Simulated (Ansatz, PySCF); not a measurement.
This PySCF input computes a B3LYP/def2-TZVPD energy:

```python
from pyscf import gto, scf, dft

mol = gto.M(
    atom='''
    O     0.02020823    1.01983024    0.03651820
    H    -0.91858206    1.34752059    0.03195986
    Cl    0.04452448   -0.55918603   -0.01906502
    ''',
    basis='def2-tzvpd',
    charge=1,
    spin=1,
    verbose=4,
)

mf = dft.UKS(mol, xc='b3lyp').density_fit(auxbasis='def2-universal-jkfit')
mf.grids.level = 3
mf.conv_tol = 1e-9
mf.max_cycle = 100
mf.max_memory = 1500
mf.kernel()
if not mf.converged:
    mf = mf.newton()
    mf.kernel(mf.make_rdm1())
for _ in range(2):
    mo, _, stable, _ = mf.stability(return_status=True)
    if stable:
        break
    mf.kernel(mf.make_rdm1(mo, mf.mo_occ))
mf.analyze()
```

Q: Write an input for the same energy in Ansatz (a quantum-chemistry and plane-wave program) and say what it gives.

A: 
Ansatz 0.2 input:
```yaml
crystal:
  periodic: [false, false, false]
  atoms:
    - {symbol: O, position_ang: [0.02020823, 1.01983024, 0.03651820]}
    - {symbol: H, position_ang: [-0.91858206, 1.34752059, 0.03195986]}
    - {symbol: Cl, position_ang: [0.04452448, -0.55918603, -0.01906502]}
basis:
  gaussian:
    orbitals: def2-TZVPD
hamiltonian:
  xc: {name: B3LYP}
total_charge: 1
magnetization: {spin_polarized: true, initial_magnetization: 1}
output: {forces: true}
```
It gives -535.62090 Eh, and PySCF -535.62093 Eh, a difference of 0.03 mEh, from the treatment of integrals and grids.
